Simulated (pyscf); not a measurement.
hydrogen fluoride (HF) + F–Nb(F)(F)(F)–SH → F–Nb(F)(F)(F)–F + H₂S (four-centre exchange; singlet surface; F–H, Nb–S broken, F–Nb, H–S formed). Single points on ωB97X-D3(BJ)/def2-SVP structures (PySCF, gas phase). Energies in eV from the separated reactants.

```json
[
 {"level": "PBE/def2-TZVP", "barrier": "?", "reaction energy": "-0.62"},
 {"level": "r²SCAN/def2-TZVP", "barrier": "?", "reaction energy": "?"},
 {"level": "B3LYP-D3(BJ)/def2-TZVP", "barrier": "-0.14", "reaction energy": "-0.59"},
 {"level": "PBE0-D3(BJ)/def2-TZVP", "barrier": "-0.18", "reaction energy": "-0.53"},
 {"level": "ωB97M-D3(BJ)/def2-TZVP", "barrier": "-0.14", "reaction energy": "-0.66"},
 {"level": "HF/def2-TZVP", "barrier": "0.44", "reaction energy": "-0.77"}
]
```

**Question.** Some entries are withheld; supply them.

**Answer.** 
- PBE/def2-TZVP, barrier: -0.25
- r²SCAN/def2-TZVP, barrier: -0.31
- r²SCAN/def2-TZVP, reaction energy: -0.65

On the reactant side the descent ends in an adduct with a F–Nb contact, 0.35 eV under the separated species and 0.17 eV under the saddle at ωB97X-D3(BJ)/def2-TZVP. On the product side the descent ends in an adduct with a Nb–S contact, 0.72 eV under the separated species and 1.02 eV under the saddle at ωB97X-D3(BJ)/def2-TZVP. At PBE, r²SCAN, B3LYP-D3(BJ), PBE0-D3(BJ), ωB97M-D3(BJ) the saddle lies under the separated reactants, which points to a path from their complex (located at ωB97X-D3(BJ) alone). What is counted as formed (F–Nb) is already present as a longer contact in the reactant adduct; forming that adduct is a step of its own. What is counted as broken (Nb–S) persists as a longer contact in the product adduct; parting that adduct is a step of its own. One saddle was located; it need not be the lowest between these sides. Elements past Kr carry the def2 core potentials, without spin-orbit coupling.
